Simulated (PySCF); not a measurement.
Hydrogen sulfide, H₂S, SMILES S, point group C2v.

Force field and properties: PBE0/pcSseg-2 (PySCF, grid level 2). Vibrational terms come from second-order perturbation theory with semi-diagonal cubic constants, by steps of ±0.6 along the normal coordinates of each isotopologue. The parent has the commonest isotopes.

Equilibrium geometry (Å):

| atom | x | y | z |
| --- | --- | --- | --- |
| S1 | 0.0244 | 0.6165 | -0.0098 |
| H2 | -0.9556 | -0.2990 | -0.0420 |
| H3 | 0.9772 | -0.3277 | 0.0016 |

Species: ³⁴S at 1. Output of the displacement run:

```
mode    cm-1    km/mol   phi_rrr   E(+)/cm-1  E(-)/cm-1
  1   1203.97     1.42     -43.0     214.99     218.19
  2   2720.50     0.02    1110.8     531.77     451.87
  3   2735.07     0.13      -7.1     494.18     494.69
```

For the shielding of H3 (σe = 30.50 ppm):

```json
{"mode": "1", "ω (cm⁻¹)": "1204", "Σr φrrs (cm⁻¹)": "24", "∂σ/∂q": "-0.413", "∂²σ/∂q²": "-0.359"}
{"mode": "2", "ω (cm⁻¹)": "2720", "Σr φrrs (cm⁻¹)": "2072", "∂σ/∂q": "2.114", "∂²σ/∂q²": "0.352"}
{"mode": "3", "ω (cm⁻¹)": "2735", "Σr φrrs (cm⁻¹)": "-5", "∂σ/∂q": "1.468", "∂²σ/∂q²": "0.077"}
```

Task: Work out the zero-point average of this shielding.

Result: With ⟨qs⟩ = −Σr φrrs/(4ωs) and ⟨qs²⟩ = 1/2: the mean displacements are -0.005, -0.190, 0.000. The anharmonic term Σ (∂σ/∂q)⟨q⟩ is -0.40 ppm, the harmonic term ¼ Σ ∂²σ/∂q² is 0.02 ppm, so ⟨σ⟩ = 30.12 ppm.
